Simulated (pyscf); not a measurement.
Optimised with ωB97X-D3(BJ)/def2-SVP in PySCF.

Q: For the elementary gas-phase step `[F][Sn][F]` [singlet] + `[NH3]` → `[NH2][SnH]([F])[F]` (singlet surface; H–N broken, N–Sn, H–Sn formed), what barrier and reaction energy does PBE0-D3(BJ)/def2-TZVP give, measured from the separated reactants?

A: ΔE‡ = 232.8 kJ/mol, ΔE = +50.4 kJ/mol. CCSD(T)/def2-TZVPP + ΔMP2(QZVPP) gives 243.7 kJ/mol and +48.0 kJ/mol. Zero-point energy shifts the barrier by -10.6 kJ/mol. It is an insertion, with an imaginary mode of 1341i cm⁻¹. On the reactant side the descent ends in an adduct with a N–Sn contact, 104.1 kJ/mol under the separated species and 349.5 kJ/mol under the saddle at ωB97X-D3(BJ)/def2-TZVP. What is counted as formed (N–Sn) is already present as a longer contact in the reactant adduct; forming that adduct is a step of its own. One saddle was located; it need not be the lowest between these sides. The CCSD(T) − MP2 part came from Ansatz, without density fitting, on the same reference. The frozen core leaves the outer d or s,p core shells of the metals and heavy elements correlated in the MP2 and CC values, and def2-TZVPP describes them poorly, which can shift differences by a few kcal/mol. Elements past Kr carry the def2 core potentials, without spin-orbit coupling.
